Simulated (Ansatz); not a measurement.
Reaction (isomerisation): `C=CC(=C)O` → `CC#COC`

Calculated with Ansatz (gas phase, PBE0-D4/def2-TZVP geometries, no zero-point term in ΔE). CBS: MP2 limit from def2 TZ/QZ plus the TZ coupled-cluster correction, frozen cores. Functionals use def2-TZVPP. B3LYP here is the variant with VWN-RPA as its local correlation; programs differ in this. Each species was taken in one conformer, which may not be the lowest.

Is it downhill or uphill in electronic energy at CCSD(T)/CBS, and by how much? (Best estimate.)

Computed: Uphill: ΔE = +149.8 kJ/mol.

What do these levels give: r2SCAN-D4, PBE0-D4, ωB97M-V, B2PLYP, PBE, r2SCAN, B3LYP, HF/def2-TZVPP, MP2/def2-TZVPP, CCSD(T)/def2-TZVPP, HF/def2-QZVPP, CCSD/CBS(def2)? (An estimate is asked.)

The calculation gave: r2SCAN-D4 153.7, PBE0-D4 147.1, ωB97M-V 144.3, B2PLYP 139.6, PBE 144.5, r2SCAN 153.0, B3LYP 140.4, HF/def2-TZVPP 133.4, MP2/def2-TZVPP 139.1, CCSD(T)/def2-TZVPP 147.1, HF/def2-QZVPP 133.7, CCSD/CBS(def2) 146.1 kJ/mol.

Largest T1 diagnostic among the species: 0.012.

The D4 term adds +5.6 kJ/mol with B3LYP and +2.8 kJ/mol with PBE0; it sums over pairs of atoms, weighted by their polarisabilities, and B3LYP, whose exchange is more repulsive, gets the larger term. In def2-TZVPP, CCSD(T) changes the Hartree–Fock value by +13.6 kJ/mol (the triples alone add +3.7 kJ/mol) and MP2 by +5.6 kJ/mol.
